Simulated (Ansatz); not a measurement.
HgS (P3₂21, No. 154) was calculated with PBE in Ansatz (plane waves, PAW).

Run with plane-wave cutoff 520 eV, 12×12×4 k mesh (along the axes of the cell as run), Fermi–Dirac smearing 0.01 eV, scalar-relativistic PAW data made under PBE.

Cell (measured lattice):

```cif
data_Hg3S3
_chemical_formula_sum 'Hg3 S3'
_space_group_name_H-M_alt 'P 1'
_space_group_IT_number 1
_cell_length_a 4.14500
_cell_length_b 4.14500
_cell_length_c 9.49600
_cell_angle_alpha 90.000
_cell_angle_beta 90.000
_cell_angle_gamma 120.000
loop_
_space_group_symop_operation_xyz
  'x, y, z'
loop_
_atom_site_label
_atom_site_type_symbol
_atom_site_fract_x
_atom_site_fract_y
_atom_site_fract_z
_atom_site_occupancy
Hg1 Hg 0.71980 0.00000 0.66667 1
Hg2 Hg 0.00000 0.71980 0.33333 1
Hg3 Hg 0.28020 0.28020 0.00000 1
S1 S 0.48890 0.00000 0.16667 1
S2 S 0.00000 0.48890 0.83333 1
S3 S 0.51110 0.51110 0.50000 1
```

Question: Give the computed band gap and smallest direct gap on the k points sampled.

Answer: 
- band gap = 1.41 eV
- smallest direct gap on the k points sampled = 1.45 eV

Note: cell and atoms aren't relaxed at this level (pressure 4.2 GPa).

Spin–orbit coupling is not included.

Computed values are for the static lattice.

Cost on a shared machine: about 2.1 core-minutes (a rough figure).

Ansatz is a first-principles code.
